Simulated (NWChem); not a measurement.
## Excited singlets of difluoromethane (CH₂F₂) by symmetry

SMILES: FCF
```xyz
5

F      1.0958     0.0000     0.2872
C      0.0000     0.0000    -0.4910
F     -1.0958     0.0000     0.2872
H      0.0000    -0.9137    -1.1116
H      0.0000     0.9137    -1.1116
```
Charge 0, spin multiplicity 1.

All runs are NWChem calculations. The geometry was optimised at PBE0/def2-SVP, a minimum by its harmonic frequencies.

Basis set: def2-SVPD. Symmetry labels belong to the abelian group C2v used in the runs, with the axes of the coordinates shown. Entries are the lowest vertical excitation energy of each symmetry in eV (for CIS and TDDFT among the lowest few roots); a state of one symmetry need not have the same character in every method. Symmetries that some method's roots don't reach, or where a double excitation leads the EOM-CCSD root, are left out.

The correlated methods keep 3 core orbitals frozen. B3LYP has NWChem's definition, with VWN1-RPA local correlation. No row is a measurement; the coupled-cluster row has its own basis-set and correlation limits.

```csv
method,b2,a2,a1
CIS,11.15,11.90,13.07
TD-PBE,8.32,9.27,9.82
TD-B3LYP,9.03,9.90,10.59
TD-BHandHLYP,9.96,10.70,11.66
EOM-CCSD,9.92,10.73,11.66
```
